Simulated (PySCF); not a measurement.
Predicted microwave data (PBE0-D3(BJ)/def2-SVP geometry optimisation, gas phase in PySCF) for one isomer of C2H4F2:

| Property | Result |
| --- | --- |
| Rotational constants | A = 9560, B = 9046, C = 5216 MHz |
| Dipole components | \|μa\| = 1.84 D, \|μb\| = 0.00 D, \|μc\| = 0.95 D |
| Inertial defect | -11.85 u·Å² |
| κ | 0.76 |

Question: Which structure is it? (One computed conformer of each.)
A. `[F:1][CH2:2][CH2:3][F:4]` with F1–C2–C3–F4 69° (1,2-difluoroethane)
B. `CC(F)F`

Answer: B. It is CC(F)F, an asymmetric top, point group Cs. The candidates at the same level (rigid rotor, commonest isotopes):

| SMILES | A (MHz) | B (MHz) | C (MHz) | μa (D) | μb (D) | μc (D) | Δ (u·Å²) | point group | rotor |
| --- | --- | --- | --- | --- | --- | --- | --- | --- | --- |
| CC(F)F | 9560 | 9046 | 5216 | 1.84 | 0.00 | 0.95 | -11.85 | Cs | asymmetric top |
| FCCF | 17542 | 5074 | 4429 | 0.00 | 2.54 | 0.00 | -14.30 | C2 | near-prolate asymmetric top |

`FCCF` has A 83 % too high. In the right answer the mirror of this Cs structure is the ac plane, so μb vanishes by symmetry. No structure here is proved a minimum.
